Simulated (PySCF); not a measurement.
J couplings in Methylaminoethane

Molfile (atoms numbered from 1):
```
C3H9N
     RDKit          3D

 13 12  0  0  0  0  0  0  0  0999 V2000
   -1.8618    0.0247    0.1004 C   0  0  0  0  0  0  0  0  0  0  0  0
   -0.4476   -0.4381   -0.1908 C   0  0  0  0  0  0  0  0  0  0  0  0
    0.5193    0.5822    0.1343 N   0  0  0  0  0  0  0  0  0  0  0  0
    1.8855    0.2055   -0.1180 C   0  0  0  0  0  0  0  0  0  0  0  0
   -2.0801    0.9567   -0.4422 H   0  0  0  0  0  0  0  0  0  0  0  0
   -2.5995   -0.7362   -0.1944 H   0  0  0  0  0  0  0  0  0  0  0  0
   -2.0016    0.2216    1.1764 H   0  0  0  0  0  0  0  0  0  0  0  0
   -0.2546   -1.4022    0.3367 H   0  0  0  0  0  0  0  0  0  0  0  0
   -0.3499   -0.6681   -1.2675 H   0  0  0  0  0  0  0  0  0  0  0  0
    0.4051    0.8684    1.1041 H   0  0  0  0  0  0  0  0  0  0  0  0
    2.5658    1.0149    0.1875 H   0  0  0  0  0  0  0  0  0  0  0  0
    2.0367    0.0455   -1.1988 H   0  0  0  0  0  0  0  0  0  0  0  0
    2.2133   -0.7271    0.3946 H   0  0  0  0  0  0  0  0  0  0  0  0
  1  2  1  0
  2  3  1  0
  3  4  1  0
  1  5  1  0
  1  6  1  0
  1  7  1  0
  2  8  1  0
  2  9  1  0
  3 10  1  0
  4 11  1  0
  4 12  1  0
  4 13  1  0
M  END
```

Couplings: B3LYP/pcJ-1 (spin–dipole term only in couplings to heteroatoms) in PySCF, geometry PBE0-D3(BJ)/def2-SVP; gas phase, one conformer, non-relativistic. Couplings are averaged over pairs made equivalent by symmetry, fast rotation or ring inversion, so a value needn't be that of the named pair in this geometry, while other rotamers aren't included; one pair stands for each set, and the list holds those of at least 0.8 Hz over up to four bonds.

Isotopes: 13C, 1H, 15N.

| pair | bonds | J (Hz) |
| --- | --- | --- |
| C1, C2 | 1 | ? |
| C1, H5 | 1 | ? |
| C2, N3 | 1 | -5.4 |
| C2, H8 | 1 | ? |
| N3, C4 | 1 | -5.5 |
| N3, H10 | 1 | ? |
| C4, H11 | 1 | 137.0 |
| C1, N3 | 2 | -3.5 |
| C1, H8 | 2 | -2.7 |
| C2, H5 | 2 | ? |
| C2, H10 | 2 | -1.7 |
| N3, H8 | 2 | -1.4 |
| N3, H11 | 2 | -1.7 |
| C4, H10 | 2 | -1.5 |
| H5, H6 | 2 | ? |
| H8, H9 | 2 | -12.2 |
| H11, H12 | 2 | -12.6 |
| C1, C4 | 3 | 7.0 |
| C1, H10 | 3 | 1.8 |
| C2, H11 | 3 | 6.4 |
| N3, H5 | 3 | ? |
| C4, H8 | 3 | ? |
| H5, H8 | 3 | 7.9 |
| H8, H10 | 3 | 8.8 |
| H10, H11 | 3 | 7.2 |

Question: Estimate the withheld couplings, with signs.

Answer: 
- 1J(C1,C2) = 39.7 Hz (bond length 1.516 Å)
- 1J(C1,H5) = 132.1 Hz (bond length 1.100 Å, sp3 carbon)
- 1J(C2,H8) = 135.0 Hz (mean over equivalent pairs that range from 131.2 to 138.7 Hz in this conformer)
- 1J(N3,H10) = -69.8 Hz (bond length 1.018 Å)
- 2J(C2,H5) = -3.6 Hz (mean over equivalent pairs that range from -5.1 to -1.1 Hz in this conformer)
- 2J(H5,H6) = -13.8 Hz
- 3J(N3,H5) = -3.9 Hz (mean over equivalent pairs that range from -8.6 to -1.4 Hz in this conformer)
- 3J(C4,H8) = 2.4 Hz (mean over equivalent pairs that range from 1.7 to 3.2 Hz in this conformer)
